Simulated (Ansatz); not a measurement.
## Graphite

These are PBE (PAW; Ansatz, an electronic-structure program) values and carry that method's errors.

Run with plane-wave cutoff 500 eV, 18×18×6 k mesh (along the axes of the cell as run), Fermi–Dirac smearing 0.05 eV, scalar-relativistic PAW data made under PBE.

Cell: relaxed at this level.

```yaml
volume_per_atom: 11.44 Å³/atom
lattice_constant_a: 2.467 Å
c axis length: 8.688 Å
```

Measured, for comparison: lattice constant a 2.461 Å (300 K, no zero-point or thermal correction, our sources range from 2.456 to 2.461; as tabulated in Wikipedia's data pages); lattice parameter c 6.67 Å (low temperature, zero-point motion not removed; as tabulated in Berland et al. (2010), arXiv:1007.3305). Computed (rounded) less measured: lattice constant a +0.2 % (+0.2 % to +0.4 % over the range), lattice parameter c +30.3 %.

Note: the cell comes from a level without a dispersion term, which matters for the spacing of layers, chains or molecules.

Computed values are for the static lattice.
